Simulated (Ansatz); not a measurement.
`CCCC(C)(C)C` + `N=C(O)O` → `CN=C(O)O` + `CCCC(C)C`  (substitution at a C–C bond)

Computed with Ansatz on PBE0-D4/def2-TZVP structures; ΔE is electronic, products minus reactants. CCSD(T)/CBS is the MP2 limit (def2-TZVPP, def2-QZVPP) plus CCSD(T) − MP2 in def2-TZVPP, frozen cores. Functionals use def2-TZVPP. Each species was taken in one conformer, which may not be the lowest.

(1) Is it downhill or uphill in electronic energy at CCSD(T)/CBS, and by how much? (An estimate is asked.)

(2) What do these levels give: PBE-D4, ωB97X-V, SCS-MP2/def2-TZVPP, CCSD(T)/def2-TZVPP, HF/CBS(def2), CCSD/CBS(def2)? (Best estimate.)

Largest T1 diagnostic among the species: 0.013.

Answers

(1) Ansatz gave: Uphill: ΔE = +0.38 eV.

(2) The calculation gave: PBE-D4 0.29, ωB97X-V 0.33, SCS-MP2/def2-TZVPP 0.38, CCSD(T)/def2-TZVPP 0.38, HF/CBS(def2) 0.28, CCSD/CBS(def2) 0.37 eV.

The D4 term adds +0.06 eV with B3LYP and +0.03 eV with PBE0; it sums over pairs of atoms, weighted by their polarisabilities, and B3LYP, whose exchange is more repulsive, gets the larger term. In def2-TZVPP, CCSD(T) changes the Hartree–Fock value by +0.10 eV (the triples alone add +0.01 eV) and MP2 by +0.14 eV.

B3LYP here is the variant with VWN-RPA as its local correlation; programs differ in this.
